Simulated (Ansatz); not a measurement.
# CCSD(T) against full CI for several species

Each species is computed at the geometry given (Å), with frozen cores, in Ansatz 0.2.0: RHF-CCSD(T) for singlets, UHF-CCSD(T) otherwise, and full CI in the same basis. The program picks the determinant by trial CCSD, so it needn't be the lowest Hartree–Fock solution. States: BH2⁻ A', N2 Σg⁺ or Δg, NH Σ⁻ or Δ. Cases whose determinant has another symmetry than full CI's state, or whose (Q) step broke down, weren't drawn.

Q: Judging by size, spin and bonding and the diagnostics given, rank them by the size of CCSD(T)'s error in total energy against full CI in the same basis, smallest first (an estimate).
A. NH, triplet, aug-cc-pVDZ: N 0.000 0.000 0.000; H 0.000 0.000 1.040. T1 0.012, (T) -67 meV in a correlation energy of -3.64 eV
B. BH₂⁻, singlet, 6-31++G**: B 0.000 -0.129 0.007; H 0.000 0.730 -1.053; H 0.000 0.656 0.976. T1 0.014, (T) -92 meV in a correlation energy of -3.29 eV
C. N2, singlet, 6-31G: N 0.000 0.000 0.000; N 0.000 0.000 1.201. T1 0.015, (T) -281 meV in a correlation energy of -7.08 eV

A: A (13.9 meV), B (24.5 meV), C (69.9 meV).

```csv
species,basis,correlated electrons,CCSD(T) − full CI (meV),CCSDT(Q) − full CI (meV),unpaired electrons (full CI),T1,⟨S²⟩ of the determinant
"NH, triplet",aug-cc-pVDZ,6,13.9,-1.5,2.02,0.012,2.02
"BH2⁻, singlet",6-31++G**,6,24.5,0.7,0.11,0.014,0.00
"N2, singlet",6-31G,10,69.9*,-5.5,0.15,0.015,0.00
```

Unpaired electrons are Σ n²(2−n)² over natural occupations; an open shell counts its own unpaired electrons too. Frozen cores follow each run's orbitals, which moves totals by a few meV. An asterisk marks runs whose energy the program itself flagged as in doubt.
